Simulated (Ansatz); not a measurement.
Cost and result for the atomization energy of C2H4FNO (`N=COCF`) (9 atoms, 8 bonds).

```csv
atom,x (Å),y (Å),z (Å)
N1,0.940,-1.484,0.210
C2,1.197,-0.351,-0.271
O3,0.416,0.741,-0.396
C4,-0.897,0.644,0.070
F5,-1.470,1.845,-0.160
H6,-0.010,-1.587,0.558
H7,2.184,-0.130,-0.673
H8,-0.911,0.446,1.148
H9,-1.449,-0.123,-0.486
```

Total charge 0; spin multiplicity 1. Geometry: relaxed with PBE0-D4/def2-TZVP. It is one conformer, not always the lowest. Program: Ansatz. All runs use 2 threads of an Arm Neoverse V1 on a shared host. Times are those of one run each, without the atoms' runs, and a repeat can differ threefold. Electronic energies, without spin–orbit coupling; frozen cores. CCSD(T)/CBS adds CCSD(T) − MP2 in def2-TZVPP to the MP2 limit, and its time is that of the two runs behind it. T1 = 0.013. HSE06 is the plane-wave form, built on full-range PBE exchange.

CCSD(T)/CBS is a level of theory with its own doubt, some kJ/mol a heavy atom from the limit and from the frozen cores, so smaller differences don't rank the functionals.

```json
{"level": "LDA (SPW92)/def2-TZVPP", "functions": "211", "wall time": "1.4 s"}
{"level": "BLYP-D4/def2-TZVPP", "functions": "211", "wall time": "2.6 s"}
{"level": "PBE-D4/def2-TZVPP (with forces)", "functions": "211", "wall time": "2.8 s"}
{"level": "HSE06-D4/def2-TZVPP", "functions": "211", "wall time": "3.7 s"}
{"level": "CAM-B3LYP-D4/def2-TZVPP", "functions": "211", "wall time": "3.9 s"}
{"level": "r2SCAN-D4/def2-TZVPP (with forces)", "functions": "211", "wall time": "6 s"}
{"level": "CCSD(T)/def2-SVP", "functions": "90", "wall time": "6 s"}
{"level": "ωB97X-V/def2-TZVPP", "functions": "211", "wall time": "9 s"}
{"level": "B97M-V/def2-TZVPP", "functions": "211", "wall time": "11 s"}
{"level": "ωB97M-V/def2-TZVPP (with forces)", "functions": "211", "wall time": "12 s"}
{"level": "MP2/def2-QZVPP", "functions": "405", "wall time": "25 s"}
{"level": "CCSD(T)/def2-TZVPP", "functions": "211", "wall time": "2.4 min"}
{"level": "CCSD(T)/CBS(def2)", "functions": "–", "wall time": "2.9 min"}
```

Question: What atomization energy does each give, and how far from CCSD(T)/CBS? (An estimate is asked.)

Answer: The calculation gave: 
```
                             level  atomization (kJ/mol)  difference from CCSD(T)/CBS  per bond
            LDA (SPW92)/def2-TZVPP                4215.0                        673.1      84.1
                BLYP-D4/def2-TZVPP                3592.4                         50.5       6.3
   PBE-D4/def2-TZVPP (with forces)                3696.3                        154.4      19.3
               HSE06-D4/def2-TZVPP                3571.2                         29.3       3.7
           CAM-B3LYP-D4/def2-TZVPP                3575.3                         33.4       4.2
r2SCAN-D4/def2-TZVPP (with forces)                3555.3                         13.4       1.7
                  CCSD(T)/def2-SVP                3339.0                       -202.9     -25.4
                ωB97X-V/def2-TZVPP                3559.2                         17.3       2.2
                 B97M-V/def2-TZVPP                3543.9                          2.0       0.2
  ωB97M-V/def2-TZVPP (with forces)                3562.9                         21.0       2.6
                    MP2/def2-QZVPP                3597.6                         55.7       7.0
                CCSD(T)/def2-TZVPP                3436.2                       -105.7     -13.2
                 CCSD(T)/CBS(def2)                3541.9                          0.0       0.0
```

From PBE to PBE0 (25 % exact exchange), in def2-TZVPP and without D4, the atomization energy moves by −126.9 kJ/mol: exact exchange takes away binding that semilocal exchange gives to molecules. The D4 term adds +20.9 kJ/mol with B3LYP and +10.8 kJ/mol with PBE0; it sums over pairs of atoms, weighted by their polarisabilities, and B3LYP, whose exchange is more repulsive, gets the larger term. In def2-TZVPP, CCSD(T) changes the Hartree–Fock value by +1063.0 kJ/mol (the triples alone add +73.5 kJ/mol) and MP2 by +1161.6 kJ/mol; breaking electron pairs costs correlation energy, which Hartree–Fock lacks.

B3LYP here is the variant with VWN-RPA as its local correlation; programs differ in this.
